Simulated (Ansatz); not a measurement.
Elements on the sites of an ideal fcc lattice, at a guessed lattice constant:

```xyz
12
Lattice="-3.8798 -3.8798 0.0000 0.0000 3.8798 3.8798 -3.8798 3.8798 -3.8798" Properties=species:S:1:pos:R:3 pbc="T T T"
Cu    0.0000    0.0000    0.0000
Cu   -1.9399    0.0000    1.9399
Cu    0.0000    1.9399    1.9399
Pd   -5.8196    0.0000   -1.9399
Pd   -3.8798    1.9399   -1.9399
Pd   -3.8798    1.9398    1.9399
Pd   -1.9399    3.8797    1.9399
Ag   -1.9399    1.9398    0.0000
Ir   -5.8196    1.9399    0.0000
Ir   -3.8798    3.8798    0.0000
Pt   -1.9399   -1.9399    0.0000
Pt   -3.8798    0.0000    0.0000
```

Cell and atoms were relaxed without symmetry on coarser meshes and computed once more. All numbers below come from DFT PBE, scalar-relativistic, plane waves, PAW in Ansatz.

Plane waves to 420 eV, a k mesh through Γ of 7×7×5 on the computed 12-atom cell and Gaussian smearing (0.10 eV); no spin polarisation.

The relaxation ran on 3×3×2 (shifted) and then 4×4×3 k points with a smearing of 0.1 eV, from sites shaken by 0.02 Å.

Task: What does the relaxation give?

Result: A volume of 14.67 Å³/atom and no gap on the mesh. It lies 0.04 eV/atom above the elements' standard states (static lattices, no corrections for gases). The atoms leave their sites by 0.08 Å (root mean square) and 0.14 Å at most, and the cell stretches by up to 1.0 % at fixed volume.

```
CELL_PARAMETERS angstrom
-3.85471 -3.85471 0.00000
-0.02657 3.88128 3.93096
-3.87128 3.87128 -3.89423
ATOMIC_POSITIONS crystal
Cu 0.99320 0.98410 0.99538
Cu 0.51110 0.50341 0.99464
Cu 0.99461 0.50342 0.99464
Pd 0.83889 0.17209 0.67711
Pd 0.33550 0.17209 0.67711
Pd 0.66729 0.83155 0.33450
Pd 0.16656 0.83155 0.33450
Ag 0.16696 0.33163 0.31625
Ir 0.83285 0.66341 0.65719
Ir 0.33879 0.67529 0.68724
Pt 0.49753 0.99277 0.00763
Pt 0.67035 0.33841 0.32229
```

The final mesh leaves forces up to 0.15 eV/Å and stresses up to 0.4 GPa: the relaxation ran on a coarser mesh, so the cell's shape, its bonds and its energy belong partly to that mesh.

Spin-orbit coupling is left out, which matters for the bands of heavy elements.

Cost: 2 runs of about 8.2 core-minutes in all (earlier runs that led there not counted), on Arm Neoverse V1 (shared hosts).